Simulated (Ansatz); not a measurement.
C$_{3}$H$_{8}$FN (`NCCCF`), relaxed with RKS PBE0-D4/def2-TZVP in the Gaussian-basis code of Ansatz from a PBE-D4/def2-SVP geometry. The force threshold is 0.005 eV/Å; the program also tests the step.

Charge 0, multiplicity 1.

Start:

```xyz
13

N     1.729    0.989    0.592
C     0.885   -0.109    0.125
C    -0.560    0.360   -0.063
C    -1.467   -0.720   -0.629
F    -2.772   -0.257   -0.736
H     1.454    1.257    1.546
H     2.703    0.672    0.668
H     0.882   -1.018    0.786
H     1.284   -0.453   -0.855
H    -0.979    0.693    0.912
H    -0.571    1.246   -0.732
H    -1.468   -1.623    0.025
H    -1.122   -1.037   -1.640
```

```csv
step,energy (eV),largest force (eV/Å),largest move (Å)
1,-7443.0860,0.582,0.000
2,-7443.1369,0.284,0.029
3,-7443.1426,0.049,0.012
4,-7443.1431,0.026,0.007
5,-7443.1432,0.020,0.006
6,-7443.1432,0.002,0.007
```

End:

```xyz
13

N     1.717    0.965    0.596
C     0.878   -0.118    0.111
C    -0.552    0.361   -0.061
C    -1.445   -0.718   -0.618
F    -2.745   -0.255   -0.729
H     1.413    1.262    1.516
H     2.678    0.661    0.688
H     0.885   -1.009    0.760
H     1.272   -0.437   -0.860
H    -0.953    0.685    0.905
H    -0.565    1.229   -0.725
H    -1.465   -1.599    0.033
H    -1.119   -1.029   -1.616
```

Run time 11 s (4 threads of an INTEL XEON PLATINUM 8581C on a shared host); peak host memory 0.48 GiB.
